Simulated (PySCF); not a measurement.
Dipole moment and polarisability of `FC(F)Cl`

Species: CHClF2.
Cartesian coordinates in Å at the PBE0-D3(BJ)/def2-TZVP level; atoms count from 1:
```xyz
5
CHClF2 angstrom
F      0.111    1.085   -0.794
C      0.088   -0.041   -0.078
F      1.052    0.029    0.842
Cl    -1.479   -0.211    0.712
H      0.254   -0.901   -0.727
```

Level: CAM-B3LYP/aug-cc-pVTZ (PySCF), static field, nuclei fixed, core orbitals frozen in the response. The polarisability tensor in these axes (au):

```
x   35.36  1.34 -2.96
y    1.34 28.04 -1.19
z   -2.96 -1.19 29.63
```

Q: What are the eigenvalues, a third of the trace, and Δα (Δα² = ½Σ(αi − αj)² over the three pairs)?

A: Principal values 27.40, 28.69 and 36.94 au; mean 31.01 au = 4.59 Å³ = 5.11 × 10⁻⁴⁰ C²·m²/J; Δα = 8.96 au (29 % of the mean).

Q: What is the dipole moment, and where does it point?

A: (0.08, -1.21, -0.83) D, 1.47 D in size, pointing from the negative to the positive side. Measured along this direction, the outermost atoms are F3 and F1 at the negative end and H5 at the positive end.

Q: Along which axes do the principal values lie, and how far do the nuclei extend along each?

A: Largest value along (0.90, 0.19, -0.39), where the nuclei span 2.27 Å; middle along (0.43, -0.49, 0.76), 2.16 Å; least along (0.05, 0.85, 0.52), 1.65 Å. 

Q: In TDDFT the mean static polarisability is Σ f/ω² over all singlet excitations (ω in hartree). How much of it do the 10 lowest give? Their energies (eV) and oscillator strengths: 7.88, 0.0058; 7.94, 0.0001; 8.71, 0.0404; 8.80, 0.0502; 9.51, 0.0751; 9.72, 0.0403; 9.74, 0.0188; 9.79, 0.0055; 9.98, 0.0077; 10.08, 0.0144.

A: They add up to 2.23 au, 7.2 % of the 31.01 au; the largest single term is 0.61 au, from the state at 9.51 eV. Terms in order: 0.07, 0.00, 0.39, 0.48, 0.61, 0.32, 0.15, 0.04, 0.06, 0.11 au. Higher excitations give the rest. The strengths listed sum to 0.258.

Q: Orientational against electronic polarisability at 500 K (dilute gas, rigid molecules)?

A: In Gaussian units μ²/3kT = 10.40 Å³ against 4.59 Å³, a ratio of 2.26; the Debye molar polarisation (4π/3)N_A(α + μ²/3kT) is 37.8 cm³/mol, leaving out the vibrational part.

Geometry: PBE0-D3(BJ)/def2-TZVP; no solvent, vibrations or thermal averaging.
